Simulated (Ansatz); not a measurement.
Reaction (isomerisation): `FCC1CO1` → `CO/C=C/F`

Computed with Ansatz on PBE0-D4/def2-TZVP structures; ΔE is electronic, products minus reactants. CCSD(T)/CBS adds triple-zeta CCSD(T) − MP2 to the extrapolated MP2 energy (def2 sets, frozen cores). DFT in def2-TZVPP. B3LYP here is the variant with VWN-RPA as its local correlation; programs differ in this. Each species was taken in one conformer, which may not be the lowest.

```
             level  ΔE (kcal/mol)  difference from CCSD(T)/CBS
            PBE-D4           -0.8                         -0.6
         r2SCAN-D4           -0.6                         -0.4
           ωB97X-V            1.8                          2.0
            B2PLYP           -1.7                         -1.5
            r2SCAN           -0.5                         -0.3
              PBE0            1.0                          1.2
             B3LYP           -3.3                         -3.1
     HF/def2-TZVPP           -1.8                         -1.6
    MP2/def2-TZVPP            2.0                          2.2
SCS-MP2/def2-TZVPP            1.3                          1.5
CCSD(T)/def2-TZVPP           -0.1                          0.1
     HF/def2-QZVPP           -1.9                         -1.7
    MP2/def2-QZVPP            2.0                          2.2
      HF/CBS(def2)           -1.9                         -1.7
     MP2/CBS(def2)            2.0                          2.2
    CCSD/CBS(def2)            0.2                          0.4
       CCSD(T)/CBS           -0.2                            0
```

Largest T1 diagnostic among the species: 0.012.

From PBE to PBE0 (25 % exact exchange), in def2-TZVPP and without D4, ΔE moves by +1.6 kcal/mol. In def2-TZVPP, CCSD(T) changes the Hartree–Fock value by +1.7 kcal/mol (the triples alone add −0.4 kcal/mol) and MP2 by +3.8 kcal/mol.
